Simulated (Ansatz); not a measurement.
Geometry optimisation, RHF/def2-SVP in Ansatz 0.2.0.

Input:

```yaml
crystal:
  periodic: [false, false, false]
  atoms:
    - { symbol: B, position_ang: [0.0, 0.0, 0.0] }
    - { symbol: "N", position_ang: [0.0, 0.0, 1.9] }
    - { symbol: H, position_ang: [-0.877, -0.2713, 2.43] }
    - { symbol: H, position_ang: [0.877, 0.2713, 2.43] }
    - { symbol: H, position_ang: [1.0305, 0.0, -0.595] }
    - { symbol: H, position_ang: [-1.0305, 0.0, -0.595] }
    - { symbol: Cl, position_ang: [-0.2702, 2.0319, 0.6811] }
    - { symbol: H, position_ang: [-0.1503, 1.1304, 1.745] }
basis:
  gaussian: { orbitals: def2-SVP }
hamiltonian:
  xc: hf
relax:
  f_tol: 0.15
  max_steps: 25
  restrain:
    - { distance: [0, 6], at: 1.86, k: 30.0 }
    - { distance: [7, 1], at: 1.06, k: 30.0 }
    - { distance: [0, 1], at: 2.75, k: 30.0 }
    - { distance: [7, 6], at: 2.57, k: 30.0 }
output:
  orbitals: {}
```

Run as:

```bash
$ ansatz run input.yaml --threads 1 --pin off --max-ram 2048MiB --backend cpu --events-out ev --progress --plain --runs-dir out
```

Where does it end, and by what steps?

The run converged. The restraints hold the end off the free minimum. After 8 steps the energy has fallen by 3.363 eV (the restraints' own energy left out); Cl7 moved furthest, 0.79 Å. Parted: B1–N2, Cl7–H8.

| step | energy less start (eV) | largest force component (eV/Å) | accepted |
| --- | --- | --- | --- |
| 0 | 0.0000 | 5.515 | yes |
| 1 | -1.1321 | 3.404 | yes |
| 2 | -1.6397 | 3.645 | yes |
| 3 | -2.2536 | 3.030 | yes |
| 4 | -3.0778 | 2.496 | yes |
| 5 | -3.2326 | 2.397 | yes |
| 6 | -3.3262 | 1.722 | yes |
| 7 | -3.3216 | 0.987 | no |
| 8 | -3.3629 | 1.078 | yes |

```xyz
8
Properties=species:S:1:pos:R:3
B -0.056 0.459 -0.475
N -0.010 0.039 2.229
H -0.756 -0.410 2.729
H 0.846 -0.113 2.733
H 1.042 0.059 -0.683
H -1.052 -0.159 -0.662
Cl -0.240 2.237 -0.082
H -0.194 1.049 2.207
```

Whether the end is a true minimum wasn't checked by a vibrational analysis.

Run time: 11 s on 1 thread of Arm Neoverse V1, on a shared host, peak memory 0.12 GiB.
